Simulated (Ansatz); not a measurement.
Isolated molecules relaxed with PBE0-D4/def2-TZVP in Ansatz; ΔE leaves out vibrations. CBS: MP2 limit from def2 TZ/QZ plus the TZ coupled-cluster correction, frozen cores. This one scheme is used for every species. Functionals use def2-TZVPP. HSE06 is defined as in plane-wave codes. One conformer a species, not always the lowest.

Consider the substitution at a C–C bond: `FCC=C=S` + HCl → `S=C=CCl` + `CF`.

`FCC=C=S`:

Cartesian coordinates in Å:
```
F 0.969 -0.944 -1.467
C 0.634 0.179 -0.725
C -0.640 -0.040 0.019
C -0.676 -0.172 1.319
S -0.701 -0.307 2.861
H 0.528 1.008 -1.431
H 1.456 0.389 -0.039
H -1.570 -0.113 -0.537
```

HCl:

```xyz
2

Cl    0.144    0.440   -0.441
H    -0.144   -0.440    0.441
```

`S=C=CCl`:

```xyz
5

S     0.311   -2.269   -0.361
C     0.085   -0.770   -0.054
C    -0.108    0.496    0.211
Cl    0.145    1.710   -0.982
H    -0.432    0.834    1.186
```

`CF`:

```xyz
5

C     0.013   -0.012    0.058
F    -0.284    0.268   -1.256
H     0.868   -0.692    0.094
H    -0.854   -0.482    0.528
H     0.257    0.918    0.576
```

```csv
level,ΔE (kJ/mol),difference from CCSD(T)/CBS
PBE-D4,55.7,-2.7
revPBE-D4,54.4,-4.0
r2SCANh-D4,60.4,2.0
ωB97X-V,58.1,-0.3
r2SCAN0,60.5,2.1
HSE06,57.1,-1.3
CAM-B3LYP,58.0,-0.4
HF/def2-SVP,67.0,8.6
MP2/def2-QZVPP,58.2,-0.2
MP2/CBS(def2),57.8,-0.6
CCSD(T)/CBS,58.4,0
```

Largest T1 diagnostic among the species: 0.015.

At CCSD(T), def2-SVP lies +5.7 kJ/mol from the extrapolated value and def2-TZVPP +1.2 kJ/mol. From BLYP to BHLYP (50 % exact exchange), in def2-TZVPP and without D4, ΔE moves by +6.4 kJ/mol. Leaving LDA and LC-ωPBE aside and taking each functional with its dispersion term where it has one, the values, not all of them listed here, spread over 8.3 kJ/mol, from BLYP-D4 to B97M-V. LDA lies +8.9 kJ/mol from PBE without D4.
